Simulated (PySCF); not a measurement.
Geometries of 2 isomers of C3H3FN2, from PBE0-D3(BJ)/def2-SVP geometry optimisation, gas phase in PySCF. One conformer each, no zero-point energy, no frequencies.

**Question.** Which is lower in electronic energy at this level?
A.
```xyz
9
angstrom
F      2.240    0.481   -0.041
C      0.961    0.145   -0.023
C      0.421   -1.153   -0.112
N     -0.904   -1.101   -0.060
N     -1.199    0.185    0.059
C     -0.116    1.000    0.088
H      0.946   -2.102   -0.210
H     -2.170    0.465    0.116
H     -0.179    2.081    0.183
```
B.
```xyz
9
angstrom
F      1.937   -0.890   -1.289
C      0.912   -0.502   -0.561
C      0.256    0.744   -0.639
C     -0.729    0.637    0.324
N     -0.595   -0.591    0.871
N      0.402   -1.304    0.344
H      0.476    1.581   -1.295
H     -1.497    1.335    0.650
H     -1.159   -1.002    1.602
```

**Answer.** B. That is `Fc1cc[nH]n1`, 5.8 kcal/mol below the other.

| SMILES | atoms numbered as above | E (Eh) | relative (kcal/mol) | relative (kJ/mol) | dipole (D) |
| --- | --- | --- | --- | --- | --- |
| Fc1cc[nH]n1 | [F:1][c:2]1[cH:3][cH:4][nH:5][n:6]1 | -324.85571 | 0.0 | 0.0 | 3.67 |
| Fc1cn[nH]c1 | [F:1][c:2]1[cH:3][n:4][nH:5][cH:6]1 | -324.84640 | 5.8 | 24.4 | 2.45 |
